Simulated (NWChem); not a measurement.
# One shape, several levels: triplet SiCl2

Aim: a comparison of 6 runs (UHF/STO-3G, UHF/3-21G, UB3LYP/6-31G*, UB3LYP/cc-pVTZ, UM06-2X/cc-pVTZ) of triplet SiCl2. 

The results are computed with NWChem 7.3.0.

24 further runs of the same task are left out: 24 set aside as unsound or not needed.

## (1) The system as given

The species is SiCl2 (3 atoms), meant as a triplet with charge 0. SMILES of the parent species: `Cl[Si]Cl`. The coordinates come from a PBE0-D4/def2-TZVP relaxation. That shape belongs to the parent species and isn't relaxed for this state.

Bond lengths: Cl1–Si2 2.077 Å, Si2–Cl3 2.077 Å. Angles: Cl1–Si2–Cl3 101.3°.

## (2) A single-point energy at UHF/STO-3G (run 1)

The input, mymol.nw:

```
start mymol
memory total 2200 mb

geometry noautosym nocenter noautoz
   Cl       0.293800       1.603800       0.338000
   Si      -0.770100      -0.010400      -0.422000
   Cl       0.476300      -1.593400       0.084000
end

basis spherical bse
   Cl library STO-3G
   Si library STO-3G
end

scf
   triplet
   uhf
   thresh 1e-08
   maxiter 80
   noprint "final vectors analysis"
end

task scf energy
```

Command:

```console
$ nwchem mymol.nw > mymol.out
```

Standard output:

```text
[...]
  functions       =    27
[...]
  wavefunction    = UHF
[...]
         Total SCF energy =  -1194.766501551311
      One electron energy =  -1995.559473143642
      Two electron energy =    631.930953016749
 Nuclear repulsion energy =    168.862018575582
                       Sz =      1.0000
                 Sz(Sz+1) =      2.0000
                      S^2 =      2.0021
[...]
```

Run time: 2.1 s. Hardware: 1 thread of Intel Xeon Platinum 8488C (Sapphire Rapids), shared host; peak memory 0.098 GiB.

## (3) A single-point energy at UHF/3-21G (run 2)

The input, cl2si.xyz:

```xyz
3

Cl     0.293800     1.603800     0.338000
Si    -0.770100    -0.010400    -0.422000
Cl     0.476300    -1.593400     0.084000
```

The input, cl2si.nw:

```
start cl2si
memory stack 880 mb heap 220 mb global 1100 mb

geometry units angstrom noautosym nocenter noautoz
 load cl2si.xyz
end

basis spherical bse
 * library 3-21G
end

scf
 nopen 2
 uhf
 thresh 1e-08
 maxiter 80
 print medium
end

task scf energy
```

Command:

```console
$ nwchem cl2si.nw > cl2si.out
```

Standard output:

```text
[...]
  functions       =    39
[...]
  wavefunction    = UHF
[...]
         Total SCF energy =  -1201.986829034623
      One electron energy =  -2000.528105354832
      Two electron energy =    629.679257744626
 Nuclear repulsion energy =    168.862018575583
                       Sz =      1.0000
                 Sz(Sz+1) =      2.0000
                      S^2 =      2.0046
[...]
```

It took 2.5 s on 1 thread of Intel Xeon Platinum 8488C (Sapphire Rapids), shared host; peak memory 0.099 GiB.

Runs 3 to 5 aren't shown in full; the table further down has their settings and results.

## (4) The energy at UM06-2X/cc-pVTZ (run 6)

The input, run.py:

```python
from ase import Atoms
from ase.calculators.nwchem import NWChem

mol = Atoms('ClSiCl', positions=[
    [0.293800, 1.603800, 0.338000],
    [-0.770100, -0.010400, -0.422000],
    [0.476300, -1.593400, 0.084000],
])

calc = NWChem(
    label='cl2si',
    theory='dft',
    memory='2200 mb',
    basis='cc-pVTZ',
    basispar='spherical bse',
    dft={'xc': 'm06-2x', 'mult': '3', 'grid': 'fine', 'convergence': 'energy 1e-08', 'iterations': '100', 'mulliken': None},
    task='energy',
)
mol.calc = calc

print(f"energy = {mol.get_potential_energy():.6f} eV")
```

Command:

```console
$ export ASE_NWCHEM_COMMAND="nwchem PREFIX.nwi > PREFIX.nwo"
$ python run.py
```

Standard output:

```text
energy = -32922.484059 eV
```

The calculator wrote cl2si.nwi:

```
title "cl2si"

permanent_dir cl2si

scratch_dir cl2si

start cl2si

geometry units angstrom nocenter noautosym noautoz
  Cl 2.9380000000000001e-01 1.6037999999999999e+00 3.3800000000000002e-01
  Si -7.7010000000000001e-01 -1.0400000000000000e-02 -4.2199999999999999e-01
  Cl 4.7630000000000000e-01 -1.5933999999999999e+00 8.4000000000000005e-02
end

memory 2200 mb

basis spherical bse noprint
   * library cc-pVTZ
end

dft
  xc m06-2x
  mult 3
  grid fine
  convergence energy 1e-08
  iterations 100
  mulliken
end

task dft energy
```

cl2si.nwo:

```text
Northwest Computational Chemistry Package (NWChem) 7.3.0
             --------------------------------------------------------

           Job information
           ---------------

    nwchem branch   = 7.3.0
    use scalapack   = T
    input           = cl2si.nwi
    prefix          = cl2si.
    data base       = cl2si/cl2si.db
    status          = startup
    nproc           =        1

           Memory information
           ------------------

    heap     =     72089600 doubles =      550.0 Mbytes
    stack    =     72089597 doubles =      550.0 Mbytes
    global   =    144179200 doubles =     1100.0 Mbytes (distinct from heap & stack)
    total    =    288358397 doubles =     2200.0 Mbytes
    verify   = yes
    hardfail = no

[... 85 lines left out ...]
  convergence criterion.
[... 17 lines left out ...]
          Convergence on gradient requested:  5.00D-04
[... 23 lines left out ...]
          Convergence aids based upon iterative change in
[... 28 lines left out ...]
 1-e energy   =   -2007.442754
[... 49 lines left out ...]
         Total DFT energy =    -1209.878983375645
[... 2 lines left out ...]
    Exchange-Corr. energy =      -77.388278456218
[... 730 lines left out ...]
                     DFT Final Beta Molecular Orbital Analysis
[... 817 lines left out ...]
 center of mass
 --------------
 x =   0.10391897 y =   0.00140340 z =   0.05694560

 moments of inertia (a.u.)
 ------------------
         670.886004616358          35.145938621466         -49.285626649299
          35.145938621466         129.923639604119         -51.409881984076
         -49.285626649299         -51.409881984076         735.565934326830

     Multipole analysis of the density
     ---------------------------------

     L   x y z        total         alpha         beta         nuclear
     -   - - -        -----         -----         ----         -------
     0   0 0 0     -0.000000    -25.000000    -23.000000     48.000000

     1   1 0 0     -0.566473     -0.888590     -4.043717      4.365834
[... 8 lines of this table left out ...]
     2   0 0 2    -28.318468    -26.058289    -18.527363     16.267184

 Task  times  cpu:      130.1s     wall:      130.1s
 Total times  cpu:      130.1s     wall:      130.1s
```

Run time: 2.2 min. Hardware: 1 thread of Intel Xeon Platinum 8488C (Sapphire Rapids), shared host; peak memory 0.12 GiB.

## (5) The series

```tsv
run	level	iteration cap	module	energy (Eh)	dipole moment (D)	⟨S²⟩	wall time
1	UHF/STO-3G	80	scf	-1194.766502	4.34	2.002	2.1 s
2	UHF/3-21G	80	scf	-1201.986829	3.62	2.005	2.5 s
3	UB3LYP/6-31G* (spherical functions)	100	dft	-1209.850646	–	2.002	24 s
4	UB3LYP/6-31G* (Cartesian functions)	100	dft	-1209.858970	1.62	2.002	22 s
5	UB3LYP/cc-pVTZ	100	dft	-1209.969551	1.27	2.003	2.4 min
6	UM06-2X/cc-pVTZ	100	dft	-1209.878983	1.64	2.005	2.2 min
```

## (6) Results

```
                                 quantity           value
                      run 6: total energy  -1209.87898 Eh
                     run 6: dipole moment          1.64 D
run 6: HOMO energy (highest over α and β)        -6.33 eV
 run 6: LUMO energy (lowest over α and β)        -4.76 eV
                              run 6: ⟨S²⟩           2.005
```

Over runs 1, 2, 4, 5, 6 the dipole moment (its size) runs from 1.27 D (UB3LYP/cc-pVTZ) to 4.34 D (UHF/STO-3G). The two ends differ in method and basis. Totals of different functionals can't be ranked against each other. In run 1 the basis is minimal, so the values are rough. All runs together took 5.4 min, the longest 2.4 min.
